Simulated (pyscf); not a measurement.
## Hydrogen abstraction: `[CH3][CH2][CH3]` + `[CH3]` [doublet] → `[CH3][CH][CH3]` [doublet] + `[CH4]`

Gas phase, doublet surface, charge 0. Bonds broken: C2–H7. Bonds formed: H7–C12. PySCF, gas phase, ωB97X-D3(BJ)/def2-SVP geometries.

Transition state (Å):

```xyz
15

C     -1.7850    -0.0157    -1.0390
C     -0.7419    -0.1993     0.0441
C     -1.0745     0.4198     1.3861
H     -2.7350    -0.5132    -0.7713
H     -1.4498    -0.4351    -2.0011
H     -2.0082     1.0534    -1.1955
H      0.3258     0.4087    -0.3777
H     -0.4039    -1.2447     0.1329
H     -0.2471     0.3021     2.1041
H     -1.9721    -0.0455     1.8326
H     -1.2819     1.4986     1.2831
C      1.4315     1.1365    -0.8318
H      2.1944     1.0081    -0.0537
H      1.6997     0.6760    -1.7910
H      1.0699     2.1685    -0.9261
```

One imaginary mode, 1716i cm⁻¹; descent along it reached the two sides named.

```tsv
bond	change	reactant side (Å)	saddle	product side
C2–H7	breaks	1.104	1.299	2.7
H7–C12	forms	3.1	1.400	1.100
```

Electronic energies relative to the separated reactants (kJ/mol):

```csv
level,barrier,reaction energy,reverse barrier
ωB97X-D3(BJ)/def2-TZVP,48.1,-31.4,79.5
PBE/def2-TZVP,25.6,-39.4,65.0
r²SCAN/def2-TZVP,39.0,-34.2,73.2
B3LYP-D3(BJ)/def2-TZVP,40.1,-33.7,73.8
PBE0-D3(BJ)/def2-TZVP,36.9,-33.7,70.7
M06-2X/def2-TZVP,52.4,-30.0,82.4
ωB97M-D3(BJ)/def2-TZVP,52.9,-29.9,82.8
HF/def2-TZVP,117.4,-19.8,137.2
```

With ωB97M-D3(BJ)/def2-TZVP energies and thermal terms (ideal gas, 1 atm, RRHO with modes under 100 cm⁻¹ raised to 100, one conformer, R ln 2 for rigid chiral ones), in kJ/mol:

| T (K) | ΔH‡ | ΔG‡ | ΔH | ΔG |
|---|---|---|---|---|
| 298 | 45.8 | 80.9 | -29.7 | -34.9 |
| 600 | 47.6 | 115.9 | -30.1 | -39.9 |
| 900 | 51.0 | 149.3 | -30.5 | -44.7 |
| 1200 | 54.6 | 181.5 | -30.6 | -49.5 |

One saddle was located; it need not be the lowest between these sides. The angle at the transferred H is 177°.
